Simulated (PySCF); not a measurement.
**Energy profile**

The step: BH₃O ([BH2][OH]) + HCl → BH₂Cl ([BH2][Cl]) + H₂O (still joined by a long B–O bond); bonds formed: B1–Cl6, O2–H5; bonds broken: H5–Cl6; bonds weakened to dative contacts: B1–O2 (atoms numbered as in the saddle structure below).

```csv
atom,x (Å),y (Å),z (Å)
B1,0.3232,-0.3721,0.4552
O2,0.2547,-0.1283,-1.0021
H3,1.3668,-0.0861,0.9460
H4,-0.3946,-1.2209,0.8875
H5,-0.3315,0.9524,-0.5768
Cl6,-0.8015,1.5326,0.7107
H7,-0.4170,-0.6774,-1.4204
```

Electronic energies by CCSD(T) at an estimated basis limit (MP2 extrapolated from triple and quadruple zeta, plus CCSD(T) − MP2 in triple zeta), on PBE0-D4/def2-TZVP structures; BH₄ClO, singlet; no counterpoise correction. Program: PySCF 2.14 with density fitting (its default auxiliary sets; JK sets also for MP2 and CCSD(T)). Basis: def2-TZVPP and def2-QZVPP. Cores are frozen in the correlated methods. Extrapolation: Hartree–Fock as exp(−7.88 √X), correlation as X^−2.97.

**Question.** Give the profile in kJ/mol, counted from the separated reactants. (To be estimated.)

**Answer.** Computed:
| point | kJ/mol |
| --- | --- |
| separated: BH₃O (linked as [BH2][OH]; B1, O2, H3, H4, H7; singlet) + HCl (H5, Cl6; singlet) | 0.0 |
| start structure | -18.1 |
| saddle | 73.8 |
| end structure | -10.4 |
| separated: BH₂Cl (linked as [BH2][Cl]; B1, H3, H4, Cl6; singlet) + H₂O (O2, H5, H7; singlet) | 43.8 |

T1 diagnostic: at most 0.014.

Hydrogen chloride, the by-product of chloride precursors, can attack films and sites by steps of this kind.

For scale, one of the runs: CCSD(T)/def2-TZVPP, 160 basis functions, launched by `OMP_NUM_THREADS=4 python run.py`. Hardware: 4 CPU threads of an AMD EPYC, shared host. Wall time 2.6 min; peak host memory 1.2 GiB.
